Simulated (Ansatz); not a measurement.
**Yttrium, hcp: convergence with Gaussian smearing**

Computed with Ansatz, r²SCAN, scalar-relativistic PAW, on the relaxed cell (a = 3.681 Å, c = 5.721 Å (c/a = 1.554); spin not included). Errors count from a run at 500 eV on a Γ-centred 16×16×9 mesh with Fermi-Dirac smearing of 0.1 eV, extrapolated to zero width. Fixed here: cutoff 500 eV, mesh 10×10×6. The SCF starts from atomic densities corrected by a trained network.

```csv
width (eV),E(σ→0) error (meV/atom),F error (meV/atom),P (GPa),SCF iterations
0.01,-0.5,-0.5,-0.30,6
0.03,-0.4,-0.7,-0.28,6
0.1,0.0,-4.2,-0.19,6
0.2,0.7,-17.6,-0.06,6
0.3,-0.7,-40.1,0.05,6
0.6,-13.9,-147.5,0.41,6
1.0,-31.4,-372.0,1.13,6
```
